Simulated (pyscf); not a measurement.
# Insertion: `[NH2][NH2]` + `[GeH2]` [singlet] → `[NH2][NH][GeH3]`

Gas phase, singlet surface, charge 0. Bonds broken: N1–H3. Bonds formed: N1–Ge7, H3–Ge7. Optimised with ωB97X-D3(BJ)/def2-SVP in PySCF. MP2 and CC: frozen core, UHF for open shells. ΔMP2 is the change of the MP2 total energy from the triple- to the quadruple-zeta basis.

Transition state (Å):

```xyz
9

N     -0.5190     0.0822    -0.1266
N      0.8857     0.1430    -0.2648
H     -1.5466    -0.8885     0.2946
H     -0.9844     0.5694    -0.8935
H      1.2551    -0.8055    -0.3269
H      1.2847     0.5579     0.5784
Ge    -1.5623     0.1264     1.5672
H     -0.4245    -0.2252     2.5559
H     -1.9507     1.5982     1.8662
```

One imaginary mode, 1519i cm⁻¹; descent along it reached the two sides named, in the forms told below.

| bond | change | reactant side (Å) | saddle | product side |
|---|---|---|---|---|
| N1–H3 | breaks | 1.024 | 1.475 | 2.7 |
| N1–Ge7 | forms | 2.158 | 1.990 | 1.834 |
| H3–Ge7 | forms | 2.6 | 1.628 | 1.536 |

Electronic energies relative to the separated reactants (kcal/mol):

```
level                             barrier  reaction energy  reverse barrier
--------------------------------  -------  ---------------  ---------------
ωB97X-D3(BJ)/def2-TZVP               18.1            -41.9             59.9
PBE/def2-TZVP                         9.8            -36.7             46.4
r²SCAN/def2-TZVP                      9.1            -42.1             51.1
B3LYP-D3(BJ)/def2-TZVP               17.7            -35.8             53.5
PBE0-D3(BJ)/def2-TZVP                13.4            -40.2             53.6
M06-2X/def2-TZVP                     18.5            -39.7             58.2
ωB97M-D3(BJ)/def2-TZVP               21.1            -35.8             56.9
HF/def2-TZVP                         41.5            -33.4             74.9
MP2/def2-QZVPP                       12.5            -43.5             56.0
CCSD/def2-TZVPP                      22.0            -38.8             60.8
CCSD(T)/def2-TZVPP                   17.4            -40.1             57.4
CCSD(T)/def2-TZVPP + ΔMP2(QZVPP)     17.2            -39.4             56.6
```

With CCSD(T)/def2-TZVPP + ΔMP2(QZVPP) energies and thermal terms (ideal gas, 1 atm, RRHO with modes under 100 cm⁻¹ raised to 100, one conformer, R ln 2 for chiral ones without a mode under 150 cm⁻¹), in kcal/mol:

```json
[
 {"T (K)": "298", "ΔH‡": "15.7", "ΔG‡": "26.1", "ΔH": "-39.0", "ΔG": "-28.3"},
 {"T (K)": "600", "ΔH‡": "16.2", "ΔG‡": "36.4", "ΔH": "-38.3", "ΔG": "-17.6"},
 {"T (K)": "900", "ΔH‡": "16.9", "ΔG‡": "46.4", "ΔH": "-37.1", "ΔG": "-7.5"},
 {"T (K)": "1200", "ΔH‡": "17.7", "ΔG‡": "56.1", "ΔH": "-35.8", "ΔG": "+2.2"}
]
```

On the reactant side the descent ends in an adduct with a Ge–N contact, 29.9 kcal/mol under the separated species and 47.9 kcal/mol under the saddle at ωB97X-D3(BJ)/def2-TZVP. What is counted as formed (Ge–N) is already present as a longer contact in the reactant adduct; forming that adduct is a step of its own. H₂N–NH–GeH₃ lies 44.8 kcal/mol over its isomer H₂N–GeH₂–NH₂ (electronic energy, ωB97M-D3(BJ)). This is the saddle that the search found; another between the same sides may lie lower. The CCSD(T) − MP2 part came from Ansatz, without density fitting, on the same reference. The frozen core leaves the outer d or s,p core shells of the metals and heavy elements correlated in the MP2 and CC values, and def2-TZVPP describes them poorly, which can shift differences by a few kcal/mol. Elements up to Kr have no core potential and no relativistic terms here.
